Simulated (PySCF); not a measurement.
Compound: C₄H₇N₂ (charge +1).
Atom-mapped SMILES: `[CH3:1][n+:2]1[cH:3][cH:4][nH:5][cH:6]1` (hydrogens: H7, H8, H9 on C1; H10 on C3; H11 on C4; H12 on N5; H13 on C6)

Level of theory: PySCF 2.14.0, PBE0-D3(BJ)/def2-SVP geometry optimisation, gas phase.

Problem. Give the optimised bond lengths and angles.

Solution. 
| bond | length (Å) |
| --- | --- |
| C1–N2 | 1.457 |
| N2–C3 | 1.378 |
| C3–C4 | 1.364 |
| C4–N5 | 1.372 |
| N5–C6 | 1.333 |
| N2–C6 | 1.331 |
| C1–H7, C1–H8, C1–H9 | 1.097 |
| C3–H10 | 1.088 |
| C4–H11 | 1.087 |
| N5–H12 | 1.017 |
| C6–H13 | 1.089 |

Bonds in one row agree within 0.01 Å and their mean is given. A selection of angles:
| angle | degrees |
| --- | --- |
| N2–C1–H7 | 109.3 |
| H7–C1–H8 | 109.3 |
| C1–N2–C3 | 125.3 |
| C1–N2–C6 | 125.8 |
| C3–N2–C6 | 108.9 |
| N2–C3–C4 | 107.2 |
| N2–C3–H10 | 122.2 |
| C4–C3–H10 | 130.6 |
| C3–C4–N5 | 106.2 |
| C3–C4–H11 | 130.9 |
| N5–C4–H11 | 122.8 |
| C4–N5–C6 | 109.7 |
| C4–N5–H12 | 125.7 |
| C6–N5–H12 | 124.6 |
| N5–C6–H13 | 126.1 |
| N2–C6–N5 | 108.0 |
| N2–C6–H13 | 125.9 |

The 5-membered ring N2–C3–C4–N5–C6 has internal angles of 106.2° to 109.7° (sum 540°, against 540° for a flat polygon); it is planar, 0.00 Å rms from its mean plane, widest ring torsion 0°. N2 (three-coordinate ring nitrogen) is planar (angles 125.8°, 125.3° and 108.9°, sum 360.0°, 0.00 Å off the plane of its three neighbours). The 6 heavy atoms lie in one plane (0.001 Å rms). N5 (ring nitrogen) is planar (angles 125.7°, 124.6° and 109.7°, sum 360.0°, 0.00 Å off the plane of its three neighbours). C4 (aromatic CH next to a ring nitrogen) is planar (angles 130.9°, 122.8° and 106.2°, sum 360.0°, 0.00 Å off the plane of its three neighbours). C6 (aromatic CH next to a ring nitrogen) is planar (angles 126.1°, 125.9° and 108.0°, sum 360.0°, 0.00 Å off the plane of its three neighbours). C3 (aromatic CH next to a ring nitrogen) is planar (angles 130.6°, 122.2° and 107.2°, sum 360.0°, 0.00 Å off the plane of its three neighbours).

Point group: Cs (tolerance 0.08 Å). PBE0-D3(BJ)/def2-SVP frequencies: not computed here.
